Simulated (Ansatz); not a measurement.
**SiSF (doublet): from Hartree-Fock to the top rungs at a displaced geometry (v1), cc-pVDZ**

One table from this session's results is given with a row withheld; the runs are named, their logs left out.

The runs use Ansatz 0.2.0, Gaussian basis; cc-pVDZ, core rule «outside noble gas», up to 11 orbitals frozen.

The runs, in order: UHF; CCSD(T) on ROHF; CCSD(T) on UHF; BCCD(T) on ROHF; CISD; CCSDT(Q) on ROHF; CCSDT(Q) on UHF.

32 further runs of the same task are left out: 13 for a known fault of the program, 7 that didn't finish, 12 set aside as unsound or not needed.

### What is computed

The geometry is a PBE0/def2-TZVP stationary point (not a proven minimum) with its atoms shifted at random (size 0.040 Å).

3 atoms, charge 0, spin multiplicity 2.

Atoms are counted from 1 here; the program's logs count them from 0.

Bond lengths: F1–Si3 1.614 Å, S2–Si3 1.889 Å. Angles: F1–Si3–S2 129.8°.

The first run:

Contents of in.yaml:

```yaml
crystal:
  periodic: [false, false, false]
  atoms:
    - {symbol: F, position_ang: [-0.016387, 0.413988, 1.766419]}
    - {symbol: S, position_ang: [-0.017220, 0.141997, -1.396274]}
    - {symbol: Si, position_ang: [0.030744, -0.442159, 0.399224]}
basis:
  gaussian: {orbitals: cc-pVDZ}
magnetization: {spin_polarized: true, initial_magnetization: 1}
hamiltonian: {xc: hf}
output: {orbitals: {seedname: orbitals}}
```

Started as:

```sh
$ ansatz run in.yaml --threads 1 --pin off --events-out ev --progress --plain --max-ram 2393MiB
```

Among the steps run: UHF; CCSD(T) on ROHF; CCSD(T) on UHF; BCCD(T) on ROHF; CISD; CCSDT(Q) on ROHF; CCSDT(Q) on UHF.

One table of the session follows, with a row left open; its other results are not shown here.

| method | from UCCSDT(Q) (meV) |
| --- | --- |
| ROHF | +11430.7 |
| UHF | +11336.9 |
| RMP2 | +896.8 |
| UMP2 | +893.9 |
| CISD | +1571.2 |
| RCCSD | +406.5 |
| UCCSD | +402.5 |
| RCCSD(T) | ? |
| UCCSD(T) | +67.7 |
| BCCD(T) | +63.3 |
| RCCSDT | +37.1 |
| UCCSDT | +36.8 |
| RCCSDT(Q) | +6.0 |
| UCCSDT(Q) | 0 |

Estimate the missing values for RCCSD(T).

As computed: from UCCSDT(Q) (meV): +66.5. In the column «from UCCSDT(Q) (meV)» it lies between BCCD(T) (+63.3) and UCCSD(T) (+67.7).

To keep in mind: Restricted and unrestricted rows rest on different reference determinants; where their highest levels disagree by more than a few hundredths of an eV, they describe different states and don't form one ladder.
